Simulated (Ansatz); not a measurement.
**C4H6O: a ladder of functionals and wavefunction methods**

The task here is to estimate one member of a computed series from the others.

Computed with Ansatz 0.2.0, Gaussian basis. Level: functionals in def2-TZVPP, the program's frozen cores in correlated methods.

The runs, in order: PBE-D4, r2SCAN-D4, PBE0-D4, B3LYP-D4, ωB97X-V, ωB97M-V, B2PLYP; CCSD(T)/def2-TZVPP; MP2/def2-QZVPP; extrapolation to the limit.

## The relaxed structure

The geometry comes from an earlier relaxation with PBE0-D4 in a triple-zeta def2 set; it is a stationary point, not always the lowest conformer.

SMILES `C=C=COC`, 11 atoms, charge 0, spin multiplicity 1.

Atoms are counted from 1 here; the program's logs count them from 0.

Bond lengths: C1–C2 1.301 Å, C1–H6 1.087 Å, C1–H7 1.087 Å, C2–C3 1.308 Å, C3–O4 1.354 Å, C3–H8 1.085 Å, O4–C5 1.410 Å, C5–H9 1.089 Å, C5–H10 1.095 Å, C5–H11 1.095 Å. Angles: C2–C1–H6 121.7°, C2–C1–H7 121.7°, H6–C1–H7 116.6°, C1–C2–C3 177.5°, C2–C3–O4 127.1°, C2–C3–H8 121.2°, O4–C3–H8 111.7°, C3–O4–C5 115.0°, O4–C5–H9 106.6°, O4–C5–H10 110.9°, O4–C5–H11 110.9°, H9–C5–H10 109.9°, H9–C5–H11 109.9°, H10–C5–H11 108.6°.

The first run:

File in.yaml:

```yaml
crystal:
  periodic: [false, false, false]
  atoms:
    - {symbol: C, position_ang: [-0.683264, 0.193091, 1.936644]}
    - {symbol: C, position_ang: [-0.431022, -0.473537, 0.847756]}
    - {symbol: C, position_ang: [-0.198236, -1.189733, -0.221929]}
    - {symbol: O, position_ang: [0.348641, -0.766182, -1.385538]}
    - {symbol: C, position_ang: [0.695434, 0.599659, -1.418890]}
    - {symbol: H, position_ang: [0.048950, 0.279495, 2.735958]}
    - {symbol: H, position_ang: [-1.637095, 0.691279, 2.093237]}
    - {symbol: H, position_ang: [-0.443781, -2.245733, -0.254819]}
    - {symbol: H, position_ang: [1.117783, 0.790077, -2.403971]}
    - {symbol: H, position_ang: [1.434147, 0.834140, -0.644927]}
    - {symbol: H, position_ang: [-0.186257, 1.230543, -1.263022]}
basis:
  gaussian: {orbitals: def2-TZVPP}
hamiltonian: {xc: pbe, dispersion: d4}
output: {forces: true, orbitals: {seedname: orbitals}}
```

Run with:

```
ansatz run in.yaml --threads 4 --pin off --events-out ev --progress --plain --max-ram 10444MiB
```

Among the steps run: PBE-D4 (GGA); r2SCAN-D4 (meta-GGA); PBE0-D4 (hybrid); B3LYP-D4 (hybrid); ωB97X-V (range-separated); ωB97M-V (range-separated); B2PLYP (double hybrid); CCSD(T) in def2-TZVPP; MP2 in def2-QZVPP.

One table of the session follows, with a row left open; its other results are not shown here.

| method | atomisation energy (kJ/mol) |
| --- | --- |
| PBE-D4 | 4707.9 |
| r2SCAN-D4 | 4577.1 |
| PBE0-D4 | 4594.9 |
| B3LYP-D4 | 4566.7 |
| ωB97X-V | 4548.7 |
| ωB97M-V | 4565.1 |
| B2PLYP | 4518.1 |
| HF/def2-TZVPP | 3275.1 |
| MP2/def2-TZVPP | 4521.1 |
| CCSD/def2-TZVPP | 4353.3 |
| CCSD(T)/def2-TZVPP | ? |
| MP2/CBS | 4631.2 |
| CCSD(T)/CBS | 4542.6 |

Q: Estimate the row for CCSD(T)/def2-TZVPP from the others.

As computed: atomisation energy (kJ/mol): 4432.5. In the column «atomisation energy (kJ/mol)» it lies between CCSD/def2-TZVPP (4353.3) and B2PLYP (4518.1).
